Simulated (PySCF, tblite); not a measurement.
Isomers of C4H7S (doublet state), one GFN2-xTB conformer each. Single-point energies are computed at B3LYP/pcH-1 (PySCF, gas phase, no added dispersion term), electronic only. GFN2-xTB treats the open shell by occupation alone, and not every SCF solution was tested for stability.

```tsv
SMILES	GFN2-xTB relative energy (kJ/mol)
CS[C]1CC1	74.5
C[C@H]1[CH]SC1	0.0
[CH2]CC(C)=S	74.5
[CH2]C1CSC1	55.3
```

Conformers: `[CH3:1][S:2][C:3]1[CH2:4][CH2:5]1` (doublet state) with C1–S2–C3–C4 -66°; `[CH2:1][CH2:2][C:3]([CH3:4])=[S:5]` (doublet state) with H–C1–C2–C3 180° and 4°, C1–C2–C3–C4 167°; `[CH2:1][CH:2]1[CH2:3][S:4][CH2:5]1` (doublet state) with H–C1–C2–C3 -51° and 130°, C1–C2–C3–S4 136°, C2–C3–S4–C5 -13°, C3–S4–C5–C2 13°, C1–C2–C5–S4 -136°.

Task: What does B3LYP/pcH-1 give for the same structures?

Result: 
| SMILES | B3LYP/pcH-1 E (Eh) | B3LYP/pcH-1 (kJ/mol) | GFN2-xTB (kJ/mol) | point group |
| --- | --- | --- | --- | --- |
| C[C@H]1[CH]SC1 | -554.77287 | 0.0 | 0.0 | – |
| [CH2]CC(C)=S | -554.77119 | 4.4 | 74.5 | C1 |
| [CH2]C1CSC1 | -554.76055 | 32.3 | 55.3 | near Cs |
| CS[C]1CC1 | -554.75230 | 54.0 | 74.5 | C1 |

Both levels put the same isomer lowest; measured from each level's own lowest isomer, the values differ by up to 70.1 kJ/mol ([CH2]CC(C)=S: 74.5 against 4.4). As drawn, the lowest has a four-membered ring, which the highest lacks; the highest has a three-membered ring, which the lowest lacks. Neighbours under 21 kJ/mol apart (C[C@H]1[CH]SC1 and [CH2]CC(C)=S) can change places with a better method, another conformer or zero-point energy.

Task: What happens when harmonic zero-point energies from GFN2-xTB frequencies are added?

Result: 
```tsv
SMILES	ZPE (kJ/mol)	electronic (kJ/mol)	with ZPE (kJ/mol)
C[C@H]1[CH]SC1	254.1	0.0	6.8
[CH2]CC(C)=S	242.9	4.4	0.0
[CH2]C1CSC1	249.4	32.3	34.5
CS[C]1CC1	250.5	54.0	57.2
```

The zero-point energies span 11.2 kJ/mol. [CH2]CC(C)=S becomes the lowest.
